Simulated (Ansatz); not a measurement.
A calculation with Ansatz (development build ahead of 0.2.0).

```yaml
crystal:
  periodic: [false, false, false]
  atoms:
    - { symbol: C, position_ang: [0.0, 0.0, -0.45335] }
    - { symbol: C, position_ang: [0.0, 1.09465, 0.19418] }
    - { symbol: C, position_ang: [0.0, -1.09465, 0.19418] }
    - { symbol: H, position_ang: [0.0, 0.0, -1.46038] }
    - { symbol: H, position_ang: [0.0, 1.98656, -0.27878] }
    - { symbol: H, position_ang: [0.0, 1.10742, 1.20394] }
    - { symbol: H, position_ang: [0.0, -1.98656, -0.27878] }
    - { symbol: H, position_ang: [0.0, -1.10742, 1.20394] }
basis:
  gaussian: { orbitals: cc-pVTZ }
total_charge: 1
hamiltonian:
  xc: hf
```

The input is written out in the form of the current development build from the run's settings.

Results

* Converged: yes
* Total energy: -116.19351 hartree
* Spin squared of the determinant: 0.000

Caution: no unrestricted run beside it, a lower state can exist.
